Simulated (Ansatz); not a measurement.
Problem. Name a neutral molecule of C, N, O and H with ideal-gas entropy at 298 K and 1 bar (rigid rotor, harmonic PBE0-D4/def2-TZVP) between 299 and 315 J/(mol·K) and HOMO energy (B3LYP/def2-TZVPP) between -5.85 and -5.55 eV (Ansatz, PBE0-D4/def2-TZVP geometry).

Solution. `NC=C(O)O` (302 J/(mol·K), -5.83 eV); `C=C(N)OC` (314 J/(mol·K), -5.63 eV); `N=C=C(O)O` (307 J/(mol·K), -5.74 eV). Other molecules can fit too; these were computed, each in one conformer that needn't be the lowest.

B3LYP here is the variant with VWN-RPA as its local correlation; programs differ in this.
